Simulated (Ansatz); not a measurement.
Start from AlAs in the zinc blende structure (space group F-43m, No. 216; a = 5.728 Å).

Method: PBE, PAW, 420 eV (Ansatz, a quantum-chemistry and plane-wave program; without spin-orbit coupling), earlier PAW set.

It is then changed as follows: Ga takes the place of Al on all its sites, then cell and atoms are relaxed.

Measured band gap: AlAs 2.28 eV (static lattice; corrected from measurement; as listed in Wei Chen et al., Physical Review Materials (2018)); GaAs 1.57 eV (static lattice; corrected from measurement; as listed in Wei Chen et al., Physical Review Materials (2018)).

Measured lattice parameter a: AlAs 5.649 Å (static lattice; corrected from measurement; as listed in Daniel Mejia-Rodriguez, S. B. Trickey, Phys. Rev. B (2018)); GaAs 5.64 Å (static lattice; corrected from measurement; as listed in Daniel Mejia-Rodriguez, S. B. Trickey, Phys. Rev. B (2018)).

How well does PBE reproduce the measured shift?

With PBE the band gap moves by -1.34 eV (1.50 → 0.16) against -0.71 eV measured; the lattice parameter a moves by +0.018 Å (5.728 → 5.746) against -0.009 Å measured, the wrong sign.

Whether these cells are dynamically stable was not tested.
